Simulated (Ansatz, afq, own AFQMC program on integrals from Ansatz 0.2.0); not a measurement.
# Where AFQMC and coupled cluster stand for CN, doublet

```xyz
2

N     0.0000    0.0000    0.0000
C     0.0000    0.0000    3.9550
```

Basis 6-31G. Noble-gas cores (and the filled d shells of Ga–Kr and In–Xe) are frozen. Ansatz 0.2.0 and our own AFQMC program on the same integrals; the CISD trial comes from CCSD amplitudes, and released means the phaseless constraint is let go. Error bars are statistical, one sigma.

Determinant: UHF, the one that the program's search chose, which needn't be the lowest solution. The geometry is a point of a scan.

Full CI on the same integrals is exact in this basis and with this determinant's frozen core.

Cautions: unrestricted determinant spin contaminated (⟨S²⟩ 2.76 against 0.75); the next higher spin lies close (within 5 meV by full CI).

The T1 diagnostic is 0.0038. The weight of the determinant in the CISD state is 0.956. The ⟨S²⟩ of the determinant is 2.756 and the size of the correlated space is 9 electrons in 16 orbitals.

| level | correlation energy (eV) |
| --- | --- |
| MP2 | -1.3671 |
| CCSD | -1.9312 |
| CCSD(T) | -1.9448 |

**Question.** Estimate where phaseless AFQMC with the Hartree–Fock trial lies against CCSD(T) on the same integrals.

**Answer.** 2.28 ± 0.43 mEh above CCSD(T).

Reference: full CI, correlation energy -1.951 eV. The released energy is read at 2.40 1/Eh (meV from the phaseless value at times in 1/Eh: -0.7 ± 0.7 at 0.24, -0.7 ± 0.8 at 0.51, -1.2 ± 0.7 at 0.99, -2.6 ± 0.6 at 1.62, -1.6 ± 0.8 at 2.40). The cautions show a poor starting determinant, so the rows tell how each method copes with it here, and full CI is the sure value.

| level | E − E(reference) (mEh) | share of correlation (%) |
| --- | --- | --- |
| CCSD(T) | 0.22 | 99.70 |
| CCSDT | 0.02 | 99.97 |
| CCSDT(Q) | 0.01 | 99.98 |
| CCSDTQ | 0.00 | 100.00 |
| ph-AFQMC/HF | 2.49 ± 0.43 | 96.52 |
| ph-AFQMC/CISD | 0.05 ± 0.02 | 99.93 |
| released AFQMC | -0.01 ± 0.03 | 100.01 |

CCSDT and higher add their correlation energy to the determinant of the CCSD(T) run, since their own runs factorise the integrals more tightly (a shift of under 2 meV). A walk keeps the symmetry of its determinant, which the program's search chose and which needn't be the lowest solution, so a lower state of the same spin and another symmetry isn't excluded. Released energies are given only where the last usable release times agree within the noise; a slower fall can still hide under it.
